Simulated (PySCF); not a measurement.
Level of theory: B3LYP-D3(BJ)/def2-TZVP (PySCF). Gas-phase values, no solvent. One relaxed conformer stands for a flexible species; it need not be the lowest. B3LYP has the VWN-RPA correlation part, as in Gaussian. Delta-SCF ions had no search for a lower state. 

Reference species (SMILES): `S` (neutral, multiplicity 1).

The HOMO is -7.23 eV. The vertical ionisation energy (Delta-SCF) is 10.41 eV. The HOMO–LUMO gap comes out as 7.52 eV.

Changed species: `OCS` (H–O–C–S torsion 52°, O–C–S–H torsion 65°) (X = hydroxymethyl; the reference has X = H).

**Question.** Predict the effect on the HOMO, vertical ionisation energy (Delta-SCF) and HOMO–LUMO gap.

**Answer.** the HOMO rises by 0.25 eV, to -6.98 eV; the vertical ionisation energy (Delta-SCF) falls by 0.73 eV, to 9.68 eV; the HOMO–LUMO gap drops by 0.52 eV, to 7.00 eV.
